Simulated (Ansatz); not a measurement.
`F[SiH2]P` + PH₃ → `PP` + `F[SiH3]` at 600 K and 1 bar (cleavage of the P–Si bond).

Computed with Ansatz on PBE0-D4/def2-TZVP structures; ΔE is electronic, products minus reactants. CCSD(T)/CBS adds triple-zeta CCSD(T) − MP2 to the extrapolated MP2 energy (def2 sets, frozen cores). This one scheme is used for every species. One conformer a species, not always the lowest.

| species | CCSD(T)/CBS energy (Eh) | H − E (kJ/mol) | S (J/(mol·K)) |
| --- | --- | --- | --- |
| `F[SiH2]P` | -732.27050 | 143.4 | 367.9 |
| PH₃ | -342.72256 | 86.3 | 240.2 |
| `PP` | -684.26248 | 128.7 | 326.0 |
| `F[SiH3]` | -390.72345 | 101.0 | 280.0 |

H − E and S are ideal-gas, rigid-rotor, harmonic terms from PBE0-D4/def2-TZVP, for one conformer and one mirror image of each species. 1 Eh = 2625.50 kJ/mol, R = 8.31446 J/(mol·K).

Task: By hand: ΔE, ΔH, ΔS and ΔG.

Result: ΔE = (-684.26248) + (-390.72345) − (-732.27050) − (-342.72256) = 0.00713 Eh = 18.7 kJ/mol. Δ(H − E) = 128.7 + 101.0 − 143.4 − 86.3 = 0.0, so ΔH = 18.7 kJ/mol. ΔS = 326.0 + 280.0 − 367.9 − 240.2 = -2.1 J/(mol·K). ΔG = 18.7 − 600 × (-2.1)/1000 = 20.0 kJ/mol.

Task: By hand: the equilibrium constant, and the temperature at which ΔG would vanish if ΔH and ΔS stayed fixed.

Result: log₁₀ K = −ΔG/(RT ln 10) = -1.7. ΔH and −TΔS have one sign here, so there is no such temperature. One of them is within its doubt of zero, so this could turn.

The number of gas molecules stays the same, so ΔS is small and ΔH decides. A doubt of 5 kJ/mol in ΔE shifts log₁₀ K by 0.4 here. Other conformers and mirror images would add mixing entropy, several J/(mol·K) or more a flexible species. These are equilibria of isolated gas molecules and say nothing of rates. Largest T1 diagnostic: 0.014 (customary marks: 0.02 for closed shells, 0.045 for open ones).
